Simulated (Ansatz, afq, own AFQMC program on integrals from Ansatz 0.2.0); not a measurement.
# Si, quintet: AFQMC among the cluster methods

A free Si atom.

Basis aug-cc-pVTZ. Noble-gas cores (and the filled d shells of Ga–Kr and In–Xe) are frozen. Integrals, coupled cluster, full CI and functionals: Ansatz 0.2.0; the random walks run on the same integrals in our own AFQMC program. ph-AFQMC/CISD is guided by a CISD state made of CCSD amplitudes; releasing the constraint for a short imaginary time cuts its bias at the price of noise, slowly where states lie close. Free projection: walkers drawn from exp(T), propagated without any constraint. Its projection time is finite, and what remains of the start isn't in its error. Error bars are statistical, one sigma.

Determinant: ROHF, the one that the program's search chose, which needn't be the lowest solution.

Full CI on the same integrals is exact in this basis and with this determinant's frozen core.

Cautions: another spin lies lower (by 3.91 eV).

The T1 diagnostic is 0.0022 and the weight of the determinant in the CISD state is 0.973. The size of the correlated space is 4 electrons in 45 orbitals.

Reference: full CI, correlation energy -0.836 eV. The released energy is read at 2.40 1/Eh (meV from the phaseless value at times in 1/Eh: -0.22 ± 0.24 at 0.24, -0.48 ± 0.20 at 0.51, -0.86 ± 0.20 at 0.99, -0.98 ± 0.14 at 1.62, -1.19 ± 0.13 at 2.40).

```json
{"level": "HF", "E − E(reference) (meV)": "836.2", "share of correlation (%)": "0.00"}
{"level": "MP2", "E − E(reference) (meV)": "246.2", "share of correlation (%)": "70.56"}
{"level": "CCSD", "E − E(reference) (meV)": "19.9", "share of correlation (%)": "97.62"}
{"level": "CCSD(T)", "E − E(reference) (meV)": "5.2", "share of correlation (%)": "99.37"}
{"level": "CCSDT", "E − E(reference) (meV)": "0.1", "share of correlation (%)": "99.99"}
{"level": "CCSDT(Q)", "E − E(reference) (meV)": "0.0", "share of correlation (%)": "100.00"}
{"level": "ph-AFQMC/HF", "E − E(reference) (meV)": "12.0 ± 6.1", "share of correlation (%)": "98.56"}
{"level": "ph-AFQMC/CISD", "E − E(reference) (meV)": "1.2 ± 0.2", "share of correlation (%)": "99.86"}
{"level": "released AFQMC", "E − E(reference) (meV)": "0.0 ± 0.1", "share of correlation (%)": "100.00"}
{"level": "free AFQMC", "E − E(reference) (meV)": "0.0 ± 0.1", "share of correlation (%)": "100.00"}
```

CCSDT and higher add their correlation energy to the determinant of the CCSD(T) run, since their own runs factorise the integrals more tightly (a shift of under 2 meV). Free projections are given only where their last times agree within the noise and don't stop above the reference; a slow remainder of the start can still hide under it. A walk keeps the symmetry of its determinant, which the program's search chose and which needn't be the lowest solution, so a lower state of the same spin and another symmetry isn't excluded. Released energies are given only where the last usable release times agree within the noise; a slower fall can still hide under it.
